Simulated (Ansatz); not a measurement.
# Sr3O: from a trial structure to a relaxed crystal

Method: DFT PBE, scalar-relativistic, plane waves, PAW (Ansatz). Cutoff 420 eV, Γ-centred k mesh, Gaussian smearing, no spin polarisation in the final step.

The start puts Sr3O on the Cu3Au (L1_2) structure type (Pm-3m, No. 221), with O in place of Au, Sr in place of Cu, at a guessed volume.

```xyz
4
Lattice="4.6863 0.0000 0.0000 0.0000 4.6863 0.0000 0.0000 0.0000 4.6863" Properties=species:S:1:pos:R:3 pbc="T T T"
Sr    0.0000    2.3432    2.3432
Sr    2.3432    0.0000    2.3432
Sr    2.3432    2.3432    0.0000
O     0.0000    0.0000    0.0000
```

Cell and atoms relax at zero pressure; the relaxation can't lower the symmetry of the start. After a coarse first stage the cell is made exact in the group found at 0.06 Å.

Formation energies are uncorrected and refer to the elements' standard structures at the same level (O₂ as a molecule).

(1) Describe the relaxed structure.

(2) What are its volume, energy, density and gap?

## Answers

(1) It keeps Pm-3m (No. 221). The result has the Cu3Au (L1_2) structure. Conventional cell: a = 5.249 Å. Sr has 4 O at 3.71 Å and 8 Sr at 3.71 Å; O has 12 Sr at 3.71 Å.

```
Sr O
1.0
     5.24914    0.00000    0.00000
     0.00000    5.24914    0.00000
     0.00000    0.00000    5.24914
Sr O
3 1
Cartesian
  0.0000 2.6246 2.6246
  2.6246 0.0000 2.6246
  2.6246 2.6246 0.0000
  0.0000 0.0000 0.0000
```

(2) The volume per atom is 36.16 Å³, the density is 3.20 g/cm³ and the energy over the elements is 0.07 eV/atom. The gap on the 10×10×10 mesh is 0 eV (a metal).

The final run used a 10×10×10 mesh on its 4-atom cell and 0.10 eV smearing. For metals, differences of a few meV/atom aren't resolved. A structure relaxed within its symmetry needn't be a true minimum. The steps took roughly 50 core-seconds in all.

Cost: 3 runs of about 0.81 core-minutes in all, on Arm Neoverse V2 (shared hosts).